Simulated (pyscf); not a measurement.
SnH₃• (SMILES [SnH3]) + H₃C–GeH₃ (SMILES [CH3][GeH3]) → H₃Ge–SnH₃ (SMILES [GeH3][SnH3]) + CH₃• (SMILES [CH3]) (substitution at Ge; doublet surface; C–Ge broken, Ge–Sn formed). Single points on ωB97X-D3(BJ)/def2-SVP structures (PySCF, gas phase). Energies in kJ/mol from the separated reactants.

```csv
level,barrier,reaction energy
ωB97X-D3(BJ)/def2-TZVP,…,+48.8
PBE/def2-TZVP,…,…
r²SCAN/def2-TZVP,84.3,+60.3
B3LYP-D3(BJ)/def2-TZVP,91.6,+64.9
M06-2X/def2-TZVP,124.4,+97.5
HF/def2-TZVP,158.9,+46.5
```

Question: Fill in the missing entries.

Answer: 
- ωB97X-D3(BJ)/def2-TZVP, barrier: 86.2
- PBE/def2-TZVP, barrier: 80.9
- PBE/def2-TZVP, reaction energy: +72.3

The functionals in the table span 43.5 kJ/mol in this barrier, from PBE to M06-2X. One saddle was located; it need not be the lowest between these sides. The angle at the attacked Ge is 180°. Elements up to Kr have no core potential and no relativistic terms here. Elements past Kr carry the def2 core potentials, without spin-orbit coupling.
